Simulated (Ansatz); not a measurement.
These are frozen-core CCSD(T)/cc-pVTZ // PBE0-D4/def2-TZVP run with Ansatz (a quantum-chemistry and plane-wave program) values and carry that method's errors.

Ansatz 0.2 input:
```yaml
crystal:
  periodic: [false, false, false]
  atoms:
    - { symbol: O, position_ang: [0.486538, -0.000003, -0.000002] }
    - { symbol: H, position_ang: [-0.486538, 0.000003, 0.000002] }
basis:
  gaussian: { orbitals: cc-pVTZ }
correlation:
  method: ccsd_t
magnetization:
  spin_polarized: true
  initial_magnetization: 1
```

Output:

```
Functional definition: HF
261 factors; integrals over basis functions are off by at most 8.8e-4 eV
mean field evaluation 1: about -2051.7658 eV, gradient 1.2e1 eV
mean field evaluation 2: about -2051.7661 eV, gradient 1.2e1 eV
mean field evaluation 4: about -2052.2522 eV, gradient 1.3e0 eV
mean field evaluation 8: about -2052.2590 eV, gradient 5.9e-4 eV
mean field evaluation 16: about -2050.8056 eV, gradient 1.6e1 eV
mean field evaluation 32: about -2052.2590 eV, gradient 5.7e-2 eV
mean field -2052.25902825 eV, -75.4191282169 hartree, gradient 1.6e-6 eV, S^2 0.756093; 2 other end points of the search recorded, 0 dependent functions left out
1 core orbitals not correlated
reference -2052.25902825 eV, -75.4191282169 hartree; 4, 3 occupied and 39, 40 virtual orbitals, 261 factors
second order -5.43544220 eV of doubles, -0.00000000 eV of singles
cycle   1  -5.68387798 eV  change   -2.5e-1 eV  update   3.2e-2
cycle   2  -5.79589208 eV  change   -1.1e-1 eV  update   1.1e-2
cycle   3  -5.80904574 eV  change   -1.3e-2 eV  update   3.9e-3
cycle   4  -5.80854293 eV  change    5.0e-4 eV  update   1.5e-3
cycle   5  -5.80916546 eV  change   -6.2e-4 eV  update   6.3e-4
cycle   6  -5.80931699 eV  change   -1.5e-4 eV  update   2.2e-4
cycle   7  -5.80933672 eV  change   -2.0e-5 eV  update   7.1e-5
cycle   8  -5.80932005 eV  change    1.7e-5 eV  update   2.3e-5
cycle   9  -5.80932107 eV  change   -1.0e-6 eV  update   6.3e-6
perturbative correction -0.13885430 eV, -0.0051028013 hartree
Total energy: -2058.20720361 eV, -75.6377196298 hartree
```

Cost: about 1.9 core-seconds (a rough figure).
